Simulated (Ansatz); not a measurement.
**Basis or method: vertical ionisation to the doublet of HBe–BeH**

HBe–BeH, singlet; coordinates (Å): Be 0.000 0.000 1.053; Be 0.000 0.000 -1.053; H 0.000 0.000 2.400; H 0.000 0.000 -2.400. Quantity: vertical ionisation to the doublet.

Ansatz 0.2.0, basis cc-pVDZ or cc-pVTZ; geometries are PBE0/def2-TZVP minima. Wave-function levels freeze the cores; HF, MP2 and coupled cluster are restricted for singlets and unrestricted otherwise, Kohn–Sham unrestricted where that lies lower. The reference is CCSDT(Q) or full CI (coupled cluster only where its series has nearly closed). Semilocal and hybrid functionals correlate all electrons outside any core potential and usually lie nearer their basis limit than the reference, so part of their error here is the reference's basis and frozen-core error; RPA and the MP2 part of double hybrids freeze the same cores as the reference. None of these values is a measured one. Energies are electronic, without zero-point terms. No spin–orbit coupling and no scalar relativity. The species are chosen: bound, without strong static correlation by their natural occupations or amplitudes, in their lowest spin state as far as vertical gaps and like structures tell, with only the lowest ion state computed, and with a ladder that closes on the reference, so errors are smaller than for species at large; levels whose determinant breaks symmetry or spin markedly are left out.

```json
{"level": "reference", "cc-pVDZ (eV)": "9.507 (full CI)", "cc-pVTZ (eV)": "9.634 (CCSDT(Q))"}
{"level": "MP2", "cc-pVDZ (eV)": "9.324", "cc-pVTZ (eV)": "9.461"}
{"level": "CCSD", "cc-pVDZ (eV)": "9.490", "cc-pVTZ (eV)": "9.609"}
{"level": "CCSD(T)", "cc-pVDZ (eV)": "9.504", "cc-pVTZ (eV)": "9.631"}
{"level": "PBE", "cc-pVDZ (eV)": "9.342", "cc-pVTZ (eV)": "9.353"}
{"level": "PBE0", "cc-pVDZ (eV)": "9.476", "cc-pVTZ (eV)": "9.480"}
{"level": "wB97M-V", "cc-pVDZ (eV)": "9.624", "cc-pVTZ (eV)": "9.642"}
{"level": "RPA-PBE", "cc-pVDZ (eV)": "9.566", "cc-pVTZ (eV)": "9.792"}
```

From cc-pVDZ to cc-pVTZ the reference moves by 0.127 eV and PBE by 0.011; the step from CCSD(T) to the reference is 0.003 in the first and 0.003 in the last.
